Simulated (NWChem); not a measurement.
System: chlorine (Cl2); SMILES ClCl

Here is an NWChem input.

```
start job
memory heap 200 mb stack 900 mb global 1100 mb
geometry units angstroms noautoz
  Cl     0.000000     0.000000     1.012769
  Cl     0.000000     0.000000    -1.012769
end
basis spherical
  * library def2-tzvpd
end
dft
  xc hfexch
  iterations 150
  mulliken
end
task dft energy
```

Parts of the log:

```
             Northwest Computational Chemistry Package (NWChem) 7.3.0
             --------------------------------------------------------

 ORDER OF PRIMARY AXIS IS BEING SET TO 4
 D4H symmetry detected

                             Geometry "geometry" -> ""
                             -------------------------

 Output coordinates in angstroms (scale by  1.889725989 to convert to a.u.)

  No.       Tag          Charge          X              Y              Z
 ---- ---------------- ---------- -------------- -------------- --------------
    1 Cl                  17.0000     0.00000000     0.00000000     1.01276900
    2 Cl                  17.0000     0.00000000     0.00000000    -1.01276900

 Effective nuclear repulsion energy (a.u.)      75.5020270965

      Symmetry information
      --------------------

 Group name             D4h
 Group number             28
 Group order              16
 No. of unique centers     1

  xc_inp: hfexch multiplicative factor not found.

                                 NWChem DFT Module
                                 -----------------

 Summary of "ao basis" -> "ao basis" (spherical)
 ------------------------------------------------------------------------------
       Tag                 Description            Shells   Functions and Types
 ---------------- ------------------------------  ------  ---------------------
 Cl                        def2-tzvpd               16       46   6s6p3d1f

      Symmetry analysis of basis
      --------------------------

        a1g        16
        a1u         0
        a2g         0
        a2u        16
        b1g         4
        b1u         4
        b2g         4
        b2u         4
        eg         22
        eu         22

            General Information
            -------------------
          SCF calculation type: DFT
          Wavefunction type:  closed shell.
          No. of atoms     :     2
          No. of electrons :    34
           Alpha electrons :    17
            Beta electrons :    17
          Charge           :     0
          Spin multiplicity:     1
          Use of symmetry is: on ; symmetry adaption is: on
          Maximum number of iterations: 150
          AO basis - number of functions:    92
                     number of shells:    32
          Convergence on energy requested:  1.00D-06
          Convergence on density requested:  1.00D-05
          Convergence on gradient requested:  5.00D-04

              XC Information
              --------------
                     Hartree-Fock (Exact) Exchange  1.000

      Superposition of Atomic Density Guess
      -------------------------------------

 Sum of atomic energies:        -918.95581376

      Non-variational initial energy
      ------------------------------

 Total energy =    -919.045528
 1-e energy   =   -1420.567455
 2-e energy   =     426.019900
 HOMO         =      -0.354553
 LUMO         =      -0.128171

      Symmetry analysis of molecular orbitals - initial
      -------------------------------------------------

 !! scf_movecs_sym_adapt:   16 vectors were symmetry contaminated

  Symmetry fudging

 !! scf_movecs_sym_adapt:   16 vectors were symmetry contaminated

  Numbering of irreducible representations:

     1 a1g         2 a1u         3 a2g         4 a2u         5 b1g
     6 b1u         7 b2g         8 b2u         9 eg         10 eu

  Orbital symmetries:

     1 a2u         2 a1g         3 a1g         4 a2u         5 a1g
     6 a2u         7 eu          8 eu          9 eg         10 eg
    11 a1g        12 a2u        13 a1g        14 eu         15 eu
    16 eg         17 eg         18 a2u        19 a2u        20 eu
    21 eu         22 a1g        23 eg         24 eg         25 a1g
    26 b1g        27 b2g

     ---------------------------------------------
      Total Density - Mulliken Population Analysis
     ---------------------------------------------

    Atom       Charge   Shell Charges
 -----------   ------   -------------------------------------------------------
    1 Cl  17    17.00   2.01  0.45  1.52  1.11  0.86  0.01  4.18  1.70  1.02  2.73  1.36  0.02  0.01  0.04 -0.00  0.00
    2 Cl  17    17.00   2.01  0.45  1.52  1.11  0.86  0.01  4.18  1.70  1.02  2.73  1.36  0.02  0.01  0.04 -0.00  0.00

 !! scf_movecs_sym_adapt:   16 vectors were symmetry contaminated

  Symmetry fudging

 !! scf_movecs_sym_adapt:   16 vectors were symmetry contaminated

   convergence    iter        energy       DeltaE   RMS-Dens  Diis-err
 ---------------- ----- ----------------- --------- --------- ---------
 d= 0,ls=0.0,diis     1   -918.9652570919 -9.94D+02  2.40D-03  1.34D-01
 d= 0,ls=0.0,diis     2   -918.9804672191 -1.52D-02  8.00D-04  2.59D-02
 d= 0,ls=0.0,diis     3   -918.9831385431 -2.67D-03  2.02D-04  7.74D-04
 d= 0,ls=0.0,diis     4   -918.9833515305 -2.13D-04  5.75D-05  3.84D-05
 d= 0,ls=0.0,diis     5   -918.9833647846 -1.33D-05  7.30D-06  7.16D-07

 !! scf_movecs_sym_adapt:    4 vectors were symmetry contaminated

  Symmetry fudging
 d= 0,ls=0.0,diis     6   -918.9833649741 -1.90D-07  1.41D-06  3.75D-08

         Total DFT energy =     -918.983364974137
      One electron energy =    -1420.130047455443
           Coulomb energy =      480.722017273051
    Exchange-Corr. energy =      -55.077361888206
 Nuclear repulsion energy =       75.502027096462

 Numeric. integr. density =        0.000000000000

                  Occupations of the irreducible representations
                  ----------------------------------------------

                     irrep           alpha         beta
                     --------     --------     --------
                     a1g               5.0          5.0
                     a1u               0.0          0.0
                     a2g               0.0          0.0
                     a2u               4.0          4.0
                     b1g               0.0          0.0
                     b1u               0.0          0.0
                     b2g               0.0          0.0
                     b2u               0.0          0.0
                     eg                4.0          4.0
                     eu                4.0          4.0

                       DFT Final Molecular Orbital Analysis
                       ------------------------------------

 Vector   15  Occ=2.000000D+00  E=-5.655531D-01  Symmetry=eu
              MO Center=  5.2D-15, -3.9D-15,  6.3D-15, r^2= 2.0D+00
   Bfn.  Coefficient  Atom+Function         Bfn.  Coefficient  Atom+Function
  ----- ------------  ---------------      ----- ------------  ---------------
    16      0.316128  1 Cl px                62      0.316128  2 Cl px
    17     -0.224761  1 Cl py                63     -0.224761  2 Cl py
    19      0.167577  1 Cl px                65      0.167577  2 Cl px
    13      0.142473  1 Cl px                59      0.142473  2 Cl px
    20     -0.119144  1 Cl py                66     -0.119144  2 Cl py

 Vector   16  Occ=2.000000D+00  E=-4.481360D-01  Symmetry=eg
              MO Center= -7.0D-17, -7.8D-16, -6.1D-15, r^2= 2.3D+00
   Bfn.  Coefficient  Atom+Function         Bfn.  Coefficient  Atom+Function
  ----- ------------  ---------------      ----- ------------  ---------------
    17      0.369610  1 Cl py                63     -0.369610  2 Cl py
    20      0.248094  1 Cl py                66     -0.248094  2 Cl py
    16     -0.195150  1 Cl px                62      0.195150  2 Cl px
    14      0.172886  1 Cl py                60     -0.172886  2 Cl py
     8     -0.132800  1 Cl py                54      0.132800  2 Cl py

 Vector   17  Occ=2.000000D+00  E=-4.481360D-01  Symmetry=eg
              MO Center=  7.2D-16,  7.5D-18, -9.3D-16, r^2= 2.3D+00
   Bfn.  Coefficient  Atom+Function         Bfn.  Coefficient  Atom+Function
  ----- ------------  ---------------      ----- ------------  ---------------
    16      0.369610  1 Cl px                62     -0.369610  2 Cl px
    19      0.248094  1 Cl px                65     -0.248094  2 Cl px
    17      0.195150  1 Cl py                63     -0.195150  2 Cl py
    13      0.172886  1 Cl px                59     -0.172886  2 Cl px
     7     -0.132800  1 Cl px                53      0.132800  2 Cl px

 Vector   18  Occ=0.000000D+00  E= 1.485538D-02  Symmetry=a2u
              MO Center=  1.5D-18,  1.1D-17,  8.3D-16, r^2= 6.8D+00
   Bfn.  Coefficient  Atom+Function         Bfn.  Coefficient  Atom+Function
  ----- ------------  ---------------      ----- ------------  ---------------
     6      0.716580  1 Cl s                 52     -0.716580  2 Cl s
    24     -0.518405  1 Cl pz                70     -0.518405  2 Cl pz
    21     -0.469664  1 Cl pz                67     -0.469664  2 Cl pz
    18     -0.310923  1 Cl pz                64     -0.310923  2 Cl pz
     5      0.209736  1 Cl s                 51     -0.209736  2 Cl s

 Vector   19  Occ=0.000000D+00  E= 8.351674D-02  Symmetry=a2u
              MO Center= -5.2D-17,  1.7D-17, -4.4D-13, r^2= 1.7D+01
   Bfn.  Coefficient  Atom+Function         Bfn.  Coefficient  Atom+Function
  ----- ------------  ---------------      ----- ------------  ---------------
     6      3.113085  1 Cl s                 52     -3.113085  2 Cl s
    24     -1.433383  1 Cl pz                70     -1.433383  2 Cl pz
    21     -0.466479  1 Cl pz                67     -0.466479  2 Cl pz
    37      0.384639  1 Cl d  0              83     -0.384639  2 Cl d  0
    18      0.306230  1 Cl pz                64      0.306230  2 Cl pz

 Vector   20  Occ=0.000000D+00  E= 9.587726D-02  Symmetry=eu
              MO Center= -7.3D-13, -2.5D-12, -2.0D-15, r^2= 1.3D+01
   Bfn.  Coefficient  Atom+Function         Bfn.  Coefficient  Atom+Function
  ----- ------------  ---------------      ----- ------------  ---------------
    22      0.629353  1 Cl px                68      0.629353  2 Cl px
    19     -0.278829  1 Cl px                65     -0.278829  2 Cl px
    23      0.180074  1 Cl py                69      0.180074  2 Cl py
    20     -0.079780  1 Cl py                66     -0.079780  2 Cl py
    13     -0.059026  1 Cl px                59     -0.059026  2 Cl px

     ---------------------------------------------
      Total Density - Mulliken Population Analysis
     ---------------------------------------------

    Atom       Charge   Shell Charges
 -----------   ------   -------------------------------------------------------
    1 Cl  17    17.00   2.01  0.45  1.51  1.12  0.87  0.01  4.18  1.69  1.04  2.78  1.26  0.01  0.01  0.06 -0.01  0.01
    2 Cl  17    17.00   2.01  0.45  1.51  1.12  0.87  0.01  4.18  1.69  1.04  2.78  1.26  0.01  0.01  0.06 -0.01  0.01

     -------------------------------------------
      Total Density - Lowdin Population Analysis
     -------------------------------------------

    Atom       Charge   Shell Charges
 -----------   ------   -------------------------------------------------------
    1 Cl  17    17.00   1.98  0.85  1.13  0.89  0.68  0.17  3.92  1.90  1.21  2.42  1.33  0.12  0.01  0.09  0.28  0.01
    2 Cl  17    17.00   1.98  0.85  1.13  0.89  0.68  0.17  3.92  1.90  1.21  2.42  1.33  0.12  0.01  0.09  0.28  0.01

     Multipole analysis of the density
     ---------------------------------

     L   x y z        total         alpha         beta         nuclear
     -   - - -        -----         -----         ----         -------
     0   0 0 0     -0.000000    -17.000000    -17.000000     34.000000

     1   1 0 0     -0.000000     -0.000000     -0.000000      0.000000
     1   0 1 0     -0.000000     -0.000000     -0.000000      0.000000
     1   0 0 1     -0.000000     -0.000000     -0.000000      0.000000

     2   2 0 0    -19.044619     -9.522310     -9.522310      0.000000
     2   1 1 0     -0.000000     -0.000000     -0.000000      0.000000
     2   1 0 1      0.000000      0.000000      0.000000      0.000000
     2   0 2 0    -19.044619     -9.522310     -9.522310      0.000000
     2   0 1 1     -0.000000     -0.000000     -0.000000      0.000000
     2   0 0 2    -16.503865    -70.520287    -70.520287    124.536710
```

Level: Hartree-Fock/def2-TZVPD. Geometry: optimised at PBE0/def2-SVP.
